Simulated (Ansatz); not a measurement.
## What a trial cell of Zn₂Sb₃ relaxes into

All numbers below come from DFT PBE, scalar-relativistic, plane waves, PAW in Ansatz 0.2.0. Cutoff 420 eV, Γ-centred k mesh, Gaussian smearing, no spin polarisation in the final step.

The start puts Zn₂Sb₃ on the corundum structure type (R-3c, No. 167), with Zn in place of Al, Sb in place of O, at a guessed volume.

```xyz
10
Lattice="3.3046 1.9079 6.0148 -3.3046 1.9079 6.0148 0.0000 -3.8158 6.0148" Properties=species:S:1:pos:R:3 pbc="T T T"
Zn    0.0000    0.0000   15.3771
Zn    0.0000    0.0000   11.6895
Zn    0.0000    0.0000    2.6673
Zn    0.0000    0.0000    6.3549
Sb   -1.2805   -1.9079    7.5185
Sb    2.2925   -0.1550    7.5185
Sb   -1.0120    2.0629    7.5185
Sb    1.2805    1.9079   10.5259
Sb   -2.2925    0.1550   10.5259
Sb    1.0120   -2.0629   10.5259
```

Cell and atoms relax at zero pressure; the relaxation can't lower the symmetry of the start. After a coarse first stage the cell is made exact in the group found at 0.06 Å.

Formation energies are uncorrected and refer to the elements' standard structures at the same level.

Question: Describe the relaxed structure.

Answer: It keeps R-3c (No. 167), but not the shape of the type it started on. Conventional cell: a = 7.627 Å, c = 14.792 Å. Zn has 1 Zn at 2.67 Å, 3 Sb at 2.75 Å and 3 Sb at 2.94 Å; around Sb lie 2 Zn at 2.75 Å, 2 Zn at 2.94 Å and 6 Sb at 3.51–3.60 Å.

```
Zn Sb
1.0
     3.81352    2.20174    4.93069
    -3.81352    2.20174    4.93069
     0.00000   -4.40347    4.93069
Zn Sb
4 6
Direct
  0.34010 0.34010 0.34010
  0.15990 0.15990 0.15990
  0.65990 0.65990 0.65990
  0.84010 0.84010 0.84010
  0.59366 0.90634 0.25000
  0.25000 0.59366 0.90634
  0.90634 0.25000 0.59366
  0.40634 0.09366 0.75000
  0.75000 0.40634 0.09366
  0.09366 0.75000 0.40634
```

Question: What are its volume, energy, density and gap?

Answer: The volume per atom is 24.84 Å³ and the density is 6.63 g/cm³. The energy over the elements is 0.15 eV/atom. The gap on the 6×6×6 mesh is 0 eV (a metal).

The final run used a 6×6×6 mesh on its 10-atom cell and 0.10 eV smearing. For metals, differences of a few meV/atom aren't resolved. Spin–orbit coupling is left out. A structure relaxed within its symmetry needn't be a true minimum.

Cost: 3 runs of about 12 core-minutes in all, on Arm Neoverse V2 (shared hosts).